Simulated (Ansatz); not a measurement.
Basis-set extrapolation for H7Si3, SMILES `[SiH3][SiH][SiH3]` radical (PBE0-D4/def2-TZVP geometry, frozen core, Ansatz). Multiplicity 2, UHF reference.

|  | def2-TZVPP | def2-QZVPP |
| --- | --- | --- |
| HF | -870.860895 | -870.887549 |
| MP2 correlation | -0.362576 | -0.388899 |
| CCSD(T) correlation | -0.444179 | not run |

Energies in hartree. Use E(X) = E(∞) + A·exp(−7.88·√X) for Hartree–Fock and E(X) = E(∞) + B·X^(−2.97) for correlation, with X = 3 and 4, and add CCSD(T) minus MP2 of the smaller set to the MP2 limit.

Problem. What is the CCSD(T) energy at the basis-set limit?

Solution. HF limit: -870.887549 + (-0.026654) × 0.13774 = -870.89122. MP2 limit: -0.388899 + (-0.026323) × 0.74074 = -0.40840. Higher-order term: -0.444179 − (-0.362576) = -0.08160. Total: -871.38122 hartree, 199.9 kJ/mol below CCSD(T)/def2-TZVPP.
